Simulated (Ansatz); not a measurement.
Rock-salt SnTe (cubic form, which distorts at low temperature)

Calculation: LDA (Ansatz, a program for electronic structure, plane waves, PAW).

Settings: plane-wave cutoff 500 eV, 12×12×12 k mesh, Fermi–Dirac smearing 0.05 eV, scalar-relativistic PAW data made under PBE.

Cell (relaxed at this level):

```yaml
crystal:
  lattice:
    - [0.00000, 3.11818, 3.11818]
    - [3.11818, 0.00000, 3.11818]
    - [3.11818, 3.11818, 0.00000]
  atoms:
    - { symbol: Sn, position: [0.00000, 0.00000, 0.00000] }
    - { symbol: Te, position: [0.50000, 0.50000, 0.50000] }
```

```
Quantity                       Result
--------  ---------------------------
band gap  0.20 eV (on the SCF k mesh)
```

Measured, for comparison: band gap 0.3 eV (4 K, zero-point motion not removed, bulk gap, ARPES or transport; rounded; as tabulated in Ando (2013), arXiv:1304.5693).

Note: symmetry holds this phase in the static calculation, where it need not be a minimum.

Spin–orbit coupling is not included; with these elements it can move the gap by several tenths of an eV or more.

The result took very roughly 30 core-seconds.
